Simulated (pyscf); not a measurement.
`[OH2]` + `[NH2][BH][OH]` → `[OH][BH][OH]` + `[NH3]` (four-centre exchange; singlet surface; H–O, B–N broken, B–O, H–N formed). Structures and frequencies: ωB97X-D3(BJ)/def2-SVP in PySCF. MP2 and CC: frozen core, UHF for open shells. ΔMP2 is the change of the MP2 total energy from the triple- to the quadruple-zeta basis. Energies in kJ/mol from the separated reactants.

```
level                             barrier  reaction energy
--------------------------------  -------  ---------------
ωB97X-D3(BJ)/def2-TZVP                  …            -24.2
PBE/def2-TZVP                        68.7            -23.9
r²SCAN/def2-TZVP                     73.0            -26.2
B3LYP-D3(BJ)/def2-TZVP               89.3            -24.7
PBE0-D3(BJ)/def2-TZVP                72.9            -22.5
CCSD(T)/def2-TZVPP                   88.4            -23.7
CCSD(T)/def2-TZVPP + ΔMP2(QZVPP)        …                …
```

### Question
What belongs in the gaps?

### Answer

- ωB97X-D3(BJ)/def2-TZVP, barrier: 84.6
- CCSD(T)/def2-TZVPP + ΔMP2(QZVPP), barrier: 93.0
- CCSD(T)/def2-TZVPP + ΔMP2(QZVPP), reaction energy: -21.7

Of the functionals in the table, B3LYP-D3(BJ) is closest to CCSD(T)/def2-TZVPP + ΔMP2(QZVPP) in the barrier (3.7 kJ/mol apart) and PBE least close (24.3 kJ/mol); that level has limits of its own. On the product side the descent ends in an adduct with a B–N contact, 14.9 kJ/mol under the separated species and 123.8 kJ/mol under the saddle at ωB97X-D3(BJ)/def2-TZVP. What is counted as broken (B–N) persists as a longer contact in the product adduct; parting that adduct is a step of its own. The reactants may also form a dative adduct at H₂N–BH–OH; it and routes through it were not searched. This is the saddle that the search found; another between the same sides may lie lower. The CCSD(T) − MP2 part came from Ansatz, without density fitting, on the same reference.
